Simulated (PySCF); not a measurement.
# Electric properties by functional and basis

CH2F2.
InChI=1S/CH2F2/c2-1-3/h1H2

PySCF, dipoles from the SCF density, polarisabilities from static response with core orbitals frozen. Isolated species at its PBE0-D3(BJ)/def2-SVP geometry, gas phase.

Question: How do dipole and polarisability depend on functional and basis here?

Answer: 

| level | μ (D) | error (%) | α (Å³) | error (%) | anisotropy (Å³) |
| --- | --- | --- | --- | --- | --- |
| PBE0/def2-SVPD | 1.885 | -4.3 | 2.59 | -6.4 | 0.21 |
| BHandHLYP/def2-SVPD | 2.027 | +2.9 | 2.48 | -10.3 | 0.18 |
| CAM-B3LYP/def2-SVPD | 1.958 | -0.6 | 2.59 | -6.0 | 0.21 |
| wB97X-D/def2-SVPD | 1.921 | -2.5 | 2.57 | -6.8 | 0.20 |
| LC-wPBE/def2-SVPD | 1.942 | -1.4 | 2.57 | -7.1 | 0.22 |
| PBE0/6-31G* | 1.663 | -15.6 | 1.93 | -30.2 | 0.05 |
| PBE0/def2-SVP | 1.800 | -8.6 | 1.87 | -32.3 | 0.03 |
| PBE0/6-31+G* | 1.979 | +0.5 | 2.26 | -18.3 | 0.14 |
| PBE0/aug-cc-pVDZ | 1.843 | -6.4 | 2.59 | -6.3 | 0.23 |
| PBE0/def2-TZVP | 1.796 | -8.8 | 2.30 | -16.9 | 0.15 |
| PBE0/def2-TZVPD | 1.828 | -7.2 | 2.65 | -4.1 | 0.21 |
| PBE0/aug-cc-pVTZ | 1.833 | -7.0 | 2.65 | -4.1 | 0.21 |

Reference dipole: 1.970 D (measured, gas; NIST CCCBDB Release 22 (SRD 101), experimental dipoles). Reference polarisability: 2.761 Å³ (measured, gas; NIST CCCBDB Release 22 (SRD 101), experimental polarizabilities). The anisotropy is √(½[(α1 − α2)² + (α2 − α3)² + (α3 − α1)²]). For the dipole, the smallest error is 0.5% (PBE0/6-31+G*) and the largest 15.6% (PBE0/6-31G*). For the polarisability, the smallest error is 4.1% (PBE0/def2-TZVPD and PBE0/aug-cc-pVTZ) and the largest 32.3% (PBE0/def2-SVP). The dipole runs from 1.66 D (PBE0/6-31G*) to 2.03 D (BHandHLYP/def2-SVPD). In one basis (def2-SVPD) the functionals order the polarisability from BHandHLYP (lowest) to CAM-B3LYP (highest), a spread of 5%. With PBE0 the polarisability is 2.03 Å³ without diffuse functions (mean of 6-31G*, def2-SVP and def2-TZVP) and 2.54 Å³ with them (mean of 6-31+G*, def2-SVPD, aug-cc-pVDZ, def2-TZVPD and aug-cc-pVTZ). Measured values can belong to vibrating molecules; the computed ones are for one fixed geometry.
